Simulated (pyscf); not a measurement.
Thermochemistry of product channels of [H₃C–Al–CH₃]• (SMILES [CH3][Al][CH3]) on the doublet surface, in kJ/mol, from CCSD(T)/def2-TZVPP + ΔMP2(QZVPP) energies (ideal gas, 1 atm, RRHO with modes under 100 cm⁻¹ raised to 100, one conformer, R ln 2 for chiral ones without a mode under 150 cm⁻¹). Single points on ωB97X-D3(BJ)/def2-SVP structures (PySCF, gas phase). Correlated levels are frozen-core, on RHF or UHF. ΔMP2 is the change of the MP2 total energy from the triple- to the quadruple-zeta basis.

| products | ΔE | ΔH(298 K) | ΔG(900 K) | ΔG(1200 K) |
|---|---|---|---|---|
| CH₃• (SMILES [CH3]) + H₃C–Al (SMILES [CH3][Al]) [singlet] | +192.5 | +178.8 | +67.6 | +32.4 |
| •H₂C–AlH–CH₃ (SMILES [CH2][AlH][CH3]) | +63.3 | +50.5 | +45.8 | +42.7 |
| C₂H₅Al (SMILES [CH2]1[CH2][AlH]1) + H• (SMILES [H]) | +367.0 | +337.6 | +268.2 | +242.9 |

These are energies of the channels, which say nothing of barriers. cyclic C₂H₅Al (SMILES [CH2]1[CH2][AlH]1) lies 77.2 kJ/mol over its isomer H₂C=CH–AlH₂ (electronic energy, ωB97M-D3(BJ)/def2-TZVP). The CCSD(T) − MP2 part came from Ansatz, without density fitting, on the same reference.
